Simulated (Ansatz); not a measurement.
`CCC(F)(F)F` from Hartree–Fock to CCSD(T)

Cartesian coordinates in Å:
```
C 0.8847 -0.8124 -0.5307
C 0.3879 0.4754 0.1003
C -1.0793 0.4407 0.4271
F -1.8346 0.2466 -0.6650
F -1.4833 1.5912 0.9849
F -1.3806 -0.5418 1.2901
H 0.7377 -1.6616 0.1383
H 1.9505 -0.7358 -0.7493
H 0.3627 -1.0204 -1.4659
H 0.9129 0.6892 1.0342
H 0.5415 1.3289 -0.5640
```

The species carries charge 0 and has multiplicity 1. All single points use the PBE0-D4/def2-TZVP geometry. Frozen core, restricted reference, Ansatz 0.2.0. CBS rows extrapolate triple and quadruple zeta; past MP2 they add the triple-zeta difference.

```tsv
basis	HF (Eh)	MP2 corr.
def2-SVP	-414.53204	-0.96734
def2-TZVPP	-415.03593	-1.25211
def2-QZVPP	-415.05408	-1.35758
cc-pV(D+d)Z	-414.87834	-0.97382
cc-pV(T+d)Z	-415.01536	-1.25891
cc-pV(Q+d)Z	-415.04692	-1.36215
```

**Question.** Estimate the CCSD correlation energy and the (T) correction in each basis where they were run (hartree).

**Answer.** 
| basis | CCSD corr. | (T) |
| --- | --- | --- |
| def2-SVP | -1.00747 | -0.02231 |
| def2-TZVPP | -1.28024 | -0.04256 |
| CBS(def2) | -1.46384 | as TZ |
| cc-pV(D+d)Z | -1.01382 | -0.02299 |
| cc-pV(T+d)Z | -1.28502 | -0.04336 |
| CBS(cc) | -1.46176 | as TZ |
